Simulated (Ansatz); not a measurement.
# Crystal structures of hafnium under PBEsol

These are results of DFT, PBEsol, plane waves (420 eV) with PAW, scalar-relativistic (Ansatz 0.2.0), not measurements. (PAW data from PBE, frozen cores regenerated.)

Each structure is relaxed within its own symmetry, so a high-lying one may be dynamically unstable.

Question: Rank these structures of hafnium by energy per atom, lowest first.
A. fcc
B. A15
C. hcp
D. simple cubic
E. diamond
F. bcc
G. omega (AlB2-type)
H. dhcp

Answer: C (0 meV/atom), G (34 meV/atom), H (54 meV/atom), A (68 meV/atom), F (166 meV/atom), B (229 meV/atom), D (1085 meV/atom), E (2791 meV/atom).

| structure | ΔE (meV/atom) | V (Å³/atom) | cell | magnetic state |
| --- | --- | --- | --- | --- |
| hcp | 0 | 21.62 | a = 3.159 Å, c = 5.005 Å (c/a = 1.584) | spin not included |
| omega (AlB2-type) | 34 | 21.39 | a = 4.920 Å, c = 3.061 Å (c/a = 0.622) | spin not included |
| dhcp | 54 | 21.73 | a = 3.154 Å, c = 10.088 Å (c/a = 3.198) | spin not included |
| fcc | 68 | 21.58 | a = 4.419 Å | spin not included |
| bcc | 166 | 21.29 | a = 3.492 Å | spin not included |
| A15 | 229 | 21.53 | a = 5.564 Å | spin not included |
| simple cubic | 1085 | 23.53 | a = 2.866 Å | spin not included |
| diamond | 2791 | 32.37 | a = 6.374 Å | spin not included |

ΔE counts from hcp.

Differences under about 8 meV lie within the error of the k-point mesh.
